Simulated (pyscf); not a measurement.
This saddle point was located with ωB97X-D3(BJ)/def2-SVP in PySCF.

```xyz
11

P     -1.5911    -0.6006     0.6042
O     -0.5038     0.8138    -0.3820
Si     0.8435     0.3488    -1.2152
H     -2.8484    -0.7185     1.3097
H     -2.2950    -0.6222    -0.6301
H      1.2137     1.3877    -2.2207
H      2.0231     0.1313    -0.3172
H      0.5738    -0.9377    -1.9318
O     -1.6418     1.1736     1.5235
H     -0.9622     1.4617     0.7747
H     -1.1812     1.0912     2.3719
```

Surface: singlet, charge 0. Lowest wavenumbers (cm⁻¹): 513i, 49, 79, 119, 258.

Q: Name the species on either side of this saddle.

A: H₃Si–O–PH₂ (SMILES [SiH3]OP) + H₂O (SMILES O) ⇌ HO–PH₂ (SMILES OP) + HO–SiH₃ (SMILES O[SiH3]), a four-centre exchange read from left to right: O–P, H–O broken and O–P, H–O formed. At ωB97M-D3(BJ)/def2-TZVP it lies +41.6 kcal/mol from the left side and +39.7 kcal/mol from the right (each side as separated species at their lowest minima found). On the product side the descent ends in a complex, 6.1 kcal/mol under the separated species and 45.6 kcal/mol under the saddle at ωB97X-D3(BJ)/def2-TZVP. The same reactants have a lower exit, to HO–SiH₂–O–PH₂ + H₂ (barrier +33.2 kcal/mol at ωB97M-D3(BJ)/def2-TZVP, against +41.6 kcal/mol here). H₃Si–O–PH₂ lies 5.7 kcal/mol over its isomer HO–SiH₂–PH₂ (electronic energy, ωB97M-D3(BJ)/def2-TZVP). Another saddle between the same species, by other bonds, lies lower (23.8 kcal/mol against 41.6 kcal/mol at ωB97M-D3(BJ)/def2-TZVP).
